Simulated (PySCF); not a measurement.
# Electronic absorption of N-methylacetamide

Species: N-methylacetamide, C3H7NO.
SMILES: `CNC(C)=O`

The calculation used TDDFT CAM-B3LYP/def2-SVPD, vertical, gas phase, core orbitals frozen in the response in PySCF 2.14.0, density-fitted response routines. The structure is a single PBE0-D3(BJ)/def2-SVP conformer in the gas phase; no vibrational or solvent corrections. Torsions of this conformer, `[CH3:1][NH:2][C:3]([CH3:4])=[O:5]`: C1–N2–C3–C4 -179°.

Task: Predict the UV-vis stick spectrum at this level.

Result: 

```
state  E (eV)  E (kJ/mol)  λ (nm)       f  main configurations (H = HOMO, L = LUMO)
   S1    5.83         562   212.8  0.0008                             H-1→L+1 (91%)
   S2    6.64         640   186.8  0.0003                                 H→L (90%)
   S3    7.08         683   175.1  0.0092                               H-1→L (86%)
   S4    7.34         708   169.0   0.216                               H→L+1 (84%)
   S5    7.80         752   159.0   0.024                  H→L+2 (67%), H→L+3 (28%)
   S6    8.11         782   153.0  0.0004                  H→L+3 (58%), H→L+2 (26%)
```

The lowest singlet lies at 5.83 eV (213 nm, ultraviolet) and is very weak; its leading configuration is HOMO-1→LUMO+1 (91%). The most intense listed level is S4 at 7.34 eV (169 nm, f = 0.216), 1.51 eV above S1. Löwdin shares by element: HOMO nitrogen 45%, oxygen 26%, carbon 17% or more; LUMO carbon 46%, hydrogen 17% or more (atoms not listed hold the other 36%). Weighted by f, the mean energy of these states is 7.37 eV. Orbital energies (eV): HOMO-3 -12.33, HOMO-2 -11.67, HOMO-1 -8.86, HOMO -8.79, LUMO 1.07, LUMO+1 1.81, LUMO+2 1.84. The listed states span 2.28 eV, and the widest gap between neighbours is 0.81 eV (S1 to S2). Singlets were solved by full linear response.

On an Intel Xeon Platinum 8375C at 2.90 GHz with one thread, no GPU, shared host with 64 logical CPUs at a one-minute load of 70, this took 37 s of wall time (with the writing of density and orbital grids) and 0.72 GiB of memory at its peak.
